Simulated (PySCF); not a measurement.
Compound: cyclopropenone, C3H2O.
Z-matrix (Å and degrees, PBE0-D3(BJ)/def2-TZVP geometry), rows numbered from 1:
```
O 
C   1  1.1964
C   2  1.4238  1  151.92
C   3  1.3386  2   61.94  1  -179.99
H   3  1.0826  2  153.98  4  -179.96
H   4  1.0827  2  153.93  3   179.96
```

Probes without a nucleus sit at each ring's centroid and 1 Å off its mean plane on both sides; NICS is minus the shielding there, NICSzz its component along the normal. Level: GIAO PBE0/pcSseg-2 (PySCF, non-relativistic, gas phase) on the PBE0-D3(BJ)/def2-TZVP geometry, one conformer.

Ring bond lengths (Å), with Mayer bond orders in brackets: C2–C3 1.424 (1.08), C3–C4 1.339 (1.52), C4–C2 1.423 (1.08).

**Question.** Give the NICS values of each ring in ppm.

**Answer.** 
```csv
ring,type,NICS(0),"NICS(1), two faces","NICS(1)zz, two faces",rms pucker (Å),"centre to ring atoms, mean (Å)"
C2–C3–C4,3-membered carbocycle; bonds drawn aromatic by RDKit's count,-16.8,-9.5 / -9.4,-14.3 / -14.3,0.00,0.81
```

**Question.** What can be read from them?

**Answer.** 
- C2–C3–C4: mean NICS(1)zz -14.3 ppm, shielded. NICS(0) lies 7 ppm below the mean NICS(1).

**Question.** How equal are the bonds by HOMA? HOMA takes Krygowski's 1993 parameters.

**Answer.** 
- C2–C3–C4: HOMA 0.57 = 1 − EN − GEO, with mean bond length 1.395 Å, EN = α(Ropt − mean)² = 0.014 and GEO = α × variance = 0.414.

**Question.** How shielded are the nuclei of the rings and their hydrogens (means over atoms taken as equivalent)?

**Answer.** 
```
  atoms                 environment  σ isotropic (ppm)  principal values of the symmetric part, first atom (ppm)
     C2        ring carbonyl carbon               31.5                                        -90.0, 55.6, 129.0
C3 (×2)  unsaturated ring CH carbon               13.8                                       -89.9, -62.7, 193.7
H5 (×2)          hydrogen on carbon              22.21                                          19.0, 22.9, 24.7
```
